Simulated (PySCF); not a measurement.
# C3H4S3 (1,3-dithiolane-2-thione): the cost of one run

Computed with PySCF 2.14.0, with density-fitted response routines of our own, on a single molecule in the gas phase. Atoms are numbered from 0 throughout.

### 1 Starting geometry

10 atoms, charge 0, multiplicity 1; geometry from: MMFF94s. The atoms were then displaced at random by about 0.03 Å, so the start is not that level's minimum.

Bonds of the start (Å): S0–C1 1.73, C1–S2 1.77, S2–C3 1.70, C3–C4 1.52, C4–S5 1.83, S5–C1 1.78, C3–H6 1.10, C3–H7 1.13, C4–H8 1.16, C4–H9 1.04.

### 2 Geometry optimisation at PBE0-D3(BJ)/def2-SVP

What the job is given:

```
{"job": {"xc": "PBE0", "basis": "def2-SVP", "d3": "d3bj", "grid": 1, "shake": 0.03, "kind": "geom"}, "charge": 0, "multiplicity": 1}
S      3.340130     0.224820    -0.847090
C      1.656820     0.140330    -0.445300
S      0.748640    -1.383290    -0.489670
C     -0.554070    -0.778340     0.413630
C     -0.909030     0.622150    -0.048360
S      0.672290     1.528100     0.065060
H     -0.438590    -0.847460     1.503230
H     -1.467140    -1.405990     0.182110
H     -1.640940     1.149020     0.686360
H     -1.283460     0.673920    -1.015550
```

The run is started by

```console
OMP_NUM_THREADS=1 python probes_run.py task.json out
```

The driver reads the jobs from task.json and runs them one after another.

Q: Estimate the wall time and peak memory of this first job on 1 thread of Intel Xeon 6975P-C, shared host.

About 28 s, with a peak of 0.51 GiB.
